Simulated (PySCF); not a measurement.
Potential energy curve for OH, doublet. Each curve is given relative to its own lowest point near equilibrium.

| R / Å | A | B | C | D |
|---|---|---|---|---|
| 0.79 | 31.8 | 31.2 | 27.4 | 32.8 |
| 0.83 | 17.7 | 17.3 | 14.3 | 18.6 |
| 0.88 | 6.8 | 6.5 | 4.6 | 7.5 |
| 0.92 | 2.1 | 2.0 | 0.9 | 2.6 |
| 0.94 | 0.9 | 0.8 | 0.1 | 1.1 |
| 0.97 | 0.0 | 0.0 | 0.0 | 0.0 |
| 1.01 | 0.5 | 0.6 | 1.5 | 0.1 |
| 1.03 | 1.3 | 1.5 | 2.8 | 0.7 |
| 1.08 | 4.5 | 5.1 | 7.3 | 3.5 |
| 1.12 | 8.1 | 8.9 | 11.9 | 6.8 |
| 1.22 | 19.3 | 21.4 | 25.6 | 17.2 |
| 1.32 | 31.9 | 39.1 | 39.5 | 29.4 |
| 1.45 | 47.9 | 62.9 | 51.9 | 45.6 |
| 1.61 | 65.0 | 79.0 | 59.2 | 63.0 |
| 1.74 | 75.7 | 85.5 | 61.8 | 73.2 |
| 1.95 | 86.2 | 90.3 | 63.4 | 84.2 |
| 2.14 | 90.4 | 92.1 | 63.9 | 90.5 |
| 2.41 | 92.5 | 93.1 | 64.1 | 95.6 |
| 2.66 | 93.1 | 93.4 | 64.1 | 97.9 |
| 2.90 | 93.3 | 93.6 | 64.2 | 98.8 |
| 3.40 | 93.5 | 93.7 | 64.2 | 99.4 |
| 3.89 | 93.5 | 93.7 | 64.2 | 99.6 |

Energies in kcal/mol.

Q: Assign the columns to these levels of theory: PySCF with CCSD on UHF/cc-pVDZ, 1 core orbital frozen; UHF/cc-pVDZ (PySCF 2.14.0); unrestricted TPSSh/cc-pVDZ (PySCF); PySCF 2.14.0 with MP2 on UHF/cc-pVDZ, 1 core orbital frozen.

A: A is UCCSD; B is UMP2; C is UHF; D is UKS-TPSSh.

The unrestricted determinant behind UKS-TPSSh is spin-contaminated at 1.61 to 3.89 Å (<S²> up to 1.8, against 0.75 for a pure doublet). The unrestricted determinant behind UMP2, UCCSD, UHF is spin-contaminated at 1.32 to 3.89 Å (<S²> up to 1.8, against 0.75 for a pure doublet).
